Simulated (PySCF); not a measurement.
## Electron affinity of Cl by level of theory

Cl⁻ [Ar] (1S) → Cl [Ne] 3s2 3p5 (2P), as a difference of total energies. Computed with PySCF 2.14 in def2-TZVPPD, with no relativity, point nucleus. Correlated levels: valence and next inner shell: 1s2 frozen. The calculations carry no spin-orbit coupling.

Task: Order these methods by the electron affinity they give, lowest first.
A. CCSD (valence and next inner shell)
B. CCSD(T) (valence and next inner shell)
C. UHF
D. MP2 (valence and next inner shell)

Result: C (2.382 eV), A (3.372 eV), B (3.455 eV), D (3.594 eV).

A first-order spin-orbit estimate (lowest level to lowest level, LS coupling) adds -0.036 eV.

Errors of the correlated levels include the incompleteness of this basis and the frozen core.

For comparison: 3.613 eV (measured; photodetachment measurements, as compiled on the Wikipedia data page of electron affinities).
